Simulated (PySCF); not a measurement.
An unknown gives this computed stick spectrum. Method: PySCF, TDDFT CAM-B3LYP/def2-SVPD, vertical, gas phase, core orbitals frozen in the response. Geometries: GFN2-xTB, one conformer each.

```json
{"state": "S1", "E (eV)": "6.93", "f": "0.129", "main configurations (H = HOMO, L = LUMO)": "H→L (88%)"}
{"state": "S2", "E (eV)": "7.21", "f": "0.231", "main configurations (H = HOMO, L = LUMO)": "H→L+1 (91%)"}
{"state": "S3", "E (eV)": "7.90", "f": "0.022", "main configurations (H = HOMO, L = LUMO)": "H→L+2 (70%), H→L+3 (20%)"}
{"state": "S4", "E (eV)": "8.11", "f": "0.0077", "main configurations (H = HOMO, L = LUMO)": "H-1→L (42%), H-1→L+1 (19%), H→L+3 (16%)"}
{"state": "S5", "E (eV)": "8.15", "f": "0.025", "main configurations (H = HOMO, L = LUMO)": "H→L+3 (39%), H→L+4 (21%), H-1→L (10%)"}
{"state": "S6", "E (eV)": "8.27", "f": "0.015", "main configurations (H = HOMO, L = LUMO)": "H→L+4 (69%), H→L+3 (13%), H→L+2 (9%)"}
{"state": "S7", "E (eV)": "8.69", "f": "0.024", "main configurations (H = HOMO, L = LUMO)": "H→L+5 (56%), H→L+6 (26%), H→L+9 (10%)"}
{"state": "S8", "E (eV)": "8.79", "f": "0.016", "main configurations (H = HOMO, L = LUMO)": "H→L+6 (39%), H→L+5 (20%), H→L+7 (18%)"}
```

Triplets computed (Tamm–Dancoff): 4.39, 6.89, 7.70 eV.

Orbital energies (eV): HOMO-3 -11.56, HOMO-2 -11.24, HOMO-1 -10.70, HOMO -8.56, LUMO 1.18, LUMO+1 1.57, LUMO+2 2.03.

Task: Which candidate is it? All have the formula C5H9F.
A. `FC1CCCC1`
B. `C1(F)(CC)CC1`
C. `C=C(C)CCF`

Result: C. Its S1, at 6.93 eV, is the lowest among the candidates; the nearest of the others has S1 at 7.75 eV. S1 is HOMO→LUMO (88%). Löwdin shares by element: HOMO carbon 81% or more (atoms not listed hold the other 19%); LUMO carbon 53% or more (atoms not listed hold the other 47%). At the same level the other candidates give, for their lowest levels:
- `FC1CCCC1`: 8.76 eV (f 0.008); 8.88 eV (f 0.020); 9.07 eV (f 0.001); 9.24 eV (f 0.007); 9.35 eV (f 0.012); T1 8.53 eV; HOMO -10.41, LUMO 1.34 eV
- `CCC1(F)CC1`: 7.75 eV (f 0.012); 8.29 eV (f 0.013); 8.43 eV (f 0.006); 8.45 eV (f 0.012); 8.80 eV (f 0.023); T1 7.59 eV; HOMO -9.32, LUMO 1.37 eV

Shape of the structure used: `[CH2:1]=[C:2]([CH3:3])[CH2:4][CH2:5][F:6]`: C1–C2–C4–C5 -93°, C2–C4–C5–F6 -71°.
